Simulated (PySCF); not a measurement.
**A small calculation by hand: chemical shift, span and skew from a shielding tensor**

C4H8, SMILES C1CCC1. Atoms are numbered in the order given.

```xyz
12

C      0.7599     0.7599     0.1286
C      0.7599    -0.7599    -0.1286
C     -0.7599    -0.7599     0.1286
C     -0.7599     0.7599    -0.1286
H      0.9900     0.9900     1.1808
H      1.3945     1.3945    -0.5089
H      0.9900    -0.9900    -1.1808
H      1.3945    -1.3945     0.5089
H     -1.3945    -1.3945    -0.5089
H     -0.9900    -0.9900     1.1808
H     -0.9900     0.9900    -1.1808
H     -1.3945     1.3945     0.5089
```

Geometry optimised at PBE0-D3(BJ)/def2-SVP.

GIAO shieldings from PBE0/pcSseg-1 (PySCF), non-relativistic, no solvent. The symmetric part of the tensor of C1 has the principal values 143.8, 162.6, 173.1 ppm. The same nucleus in TMS has σ = 186.3 ppm at this level (PySCF, at its B3LYP-D3(BJ)/def2-TZVP geometry).

### Question
Work out the isotropic shielding, the ¹³C shift against TMS, the span and the skew.

### Answer

σ(iso) = (σ11 + σ22 + σ33)/3 = 159.8 ppm. δ = σ(ref) − σ(iso) = 186.3 − (159.8) = 26.5 ppm.
Span Ω = σ33 − σ11 = 29.3 ppm. Skew κ = 3(σ(iso) − σ22)/Ω = -0.28. Tumbling in solution averages the tensor to δ; in a static solid the shielding alone would spread this spin-1/2 line over Ω.
